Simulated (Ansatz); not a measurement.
Results of PBEsol (plane waves, PAW; Ansatz, a first-principles code) for bcc Na.

Run with plane-wave cutoff 520 eV, 18×18×18 k mesh, Fermi–Dirac smearing 0.1 eV, perturbation theory, force constants from a 6×6×6 q mesh, scalar-relativistic PAW data made under PBE.

Computed at the level's own relaxed cell. Harmonic vibrational thermodynamics at fixed volume:

```
T (K)  S_vib (J/K per mol of atoms)  C_V (J/K per mol of atoms)  F_vib (eV/atom)
-----  ----------------------------  --------------------------  ---------------
100                           22.93                       21.64           0.0058
200                      (withheld)                  (withheld)       (withheld)
400                      (withheld)                  (withheld)       (withheld)
600                      (withheld)                  (withheld)       (withheld)
700                      (withheld)                  (withheld)       (withheld)
900                      (withheld)                  (withheld)       (withheld)
1000                     (withheld)                  (withheld)       (withheld)
```

Q: Fill in the missing entries.

A: 
- 200, S_vib (J/K per mol of atoms): 38.93
- 200, C_V (J/K per mol of atoms): 24.04
- 200, F_vib (eV/atom): -0.0271
- 400, S_vib (J/K per mol of atoms): 55.88
- 400, C_V (J/K per mol of atoms): 24.71
- 400, F_vib (eV/atom): -0.1273
- 600, S_vib (J/K per mol of atoms): 65.93
- 600, C_V (J/K per mol of atoms): 24.84
- 600, F_vib (eV/atom): -0.2542
- 700, S_vib (J/K per mol of atoms): 69.76
- 700, C_V (J/K per mol of atoms): 24.87
- 700, F_vib (eV/atom): -0.3246
- 900, S_vib (J/K per mol of atoms): 76.01
- 900, C_V (J/K per mol of atoms): 24.90
- 900, F_vib (eV/atom): -0.4760
- 1000, S_vib (J/K per mol of atoms): 78.64
- 1000, C_V (J/K per mol of atoms): 24.90
- 1000, F_vib (eV/atom): -0.5561

The crystal is taken as a harmonic solid at every temperature: melting, phase changes and thermal expansion are not seen, nor the electrons' share in a metal.
